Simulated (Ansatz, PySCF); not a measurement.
Species: C$_{2}$H$_{4}$NO (charge 0, doublet). It need not be the lowest isomer of its formula. 
Geometry from a B3LYP-D3(BJ)/def2-TZVP (Ansatz, a program for electronic structure) optimisation:
```
C
O 1 1.2263
N 1 1.3732 2 121.77
H 3 1.0038 1 121.90 2 170.47
H 3 1.0058 4 118.49 1 163.33
C 1 1.4517 2 122.04 3 -178.88
H 6 1.0788 1 117.74 2 -0.71
H 6 1.0818 7 119.57 1 -179.64
```
Charge 0, spin multiplicity 2.

Total electronic energies in hartree. Cores are frozen in the correlated levels unless marked. UHF or UKS for open shells. Spin-orbit coupling is left out. Non-relativistic. Basis-set limits of correlation are two-point, X^-3; Hartree-Fock from the larger set. The bracket is a focal-point correction in the basis named.

```json
[
 {"level": "RI-HF/aug-cc-pVTZ", "program": "Ansatz", "energy (Eh)": "-207.43596"},
 {"level": "PBE/def2-TZVPD", "program": "PySCF", "energy (Eh)": "-208.39734"},
 {"level": "PBE-D3(BJ)/def2-TZVPD", "program": "Ansatz + dftd3", "energy (Eh)": "-208.40186"},
 {"level": "BLYP-D4/def2-TZVPD", "program": "Ansatz + dftd4", "energy (Eh)": "-208.59342"},
 {"level": "revPBE-D4/def2-TZVPD", "program": "Ansatz + dftd4", "energy (Eh)": "-208.59901"},
 {"level": "B3LYP-D4/def2-TZVPD", "program": "Ansatz + dftd4", "energy (Eh)": "-208.65226"},
 {"level": "B3LYP/def2-TZVPD", "program": "Ansatz", "energy (Eh)": "-208.64552"},
 {"level": "PBE0-D4/def2-TZVP", "program": "Ansatz + dftd4", "energy (Eh)": "-208.40514"},
 {"level": "PBE0/def2-TZVPD", "program": "Ansatz", "energy (Eh)": "-208.40351"},
 {"level": "r2SCANh/def2-TZVPD", "program": "Ansatz", "energy (Eh)": "-208.51878"},
 {"level": "HSE06-D3(BJ)/def2-TZVPD", "program": "Ansatz + dftd3", "energy (Eh)": "-208.39558"},
 {"level": "CAM-B3LYP/def2-TZVPD", "program": "Ansatz", "energy (Eh)": "-208.55019"},
 {"level": "LC-wPBE-D3(BJ)/def2-TZVPD", "program": "Ansatz + dftd3", "energy (Eh)": "?"},
 {"level": "MP2/6-31G", "program": "Ansatz", "energy (Eh)": "-207.64053"},
 {"level": "MP2/aug-cc-pVDZ", "program": "Ansatz", "energy (Eh)": "-208.00607"},
 {"level": "RI-MP2/CBS(cc-pVTZ,cc-pVQZ)", "program": "Ansatz", "energy (Eh)": "-208.2745"},
 {"level": "SCS-MP2/cc-pVTZ", "program": "Ansatz", "energy (Eh)": "-208.15498"},
 {"level": "CCSD/6-31G", "program": "Ansatz", "energy (Eh)": "-207.67026"},
 {"level": "CCSD/cc-pVDZ", "program": "Ansatz", "energy (Eh)": "-207.99016"},
 {"level": "CCSD(T)/6-31G", "program": "Ansatz", "energy (Eh)": "-207.68113"},
 {"level": "CCSD(T)/cc-pVDZ", "program": "Ansatz", "energy (Eh)": "-208.00921"},
 {"level": "RI-MP2/CBS(cc-pVTZ,cc-pVQZ)+[CCSD(T)-MP2]/cc-pVDZ", "program": "Ansatz", "energy (Eh)": "-208.3273"},
 {"level": "RI-MP2/CBS(cc-pVTZ,cc-pVQZ)+[CCSD(T)-MP2]/cc-pVTZ", "program": "Ansatz", "energy (Eh)": "-208.3301"}
]
```

**Question.** Fill in the missing entries.

**Answer.** 
- LC-wPBE-D3(BJ)/def2-TZVPD, energy (Eh): -208.51258
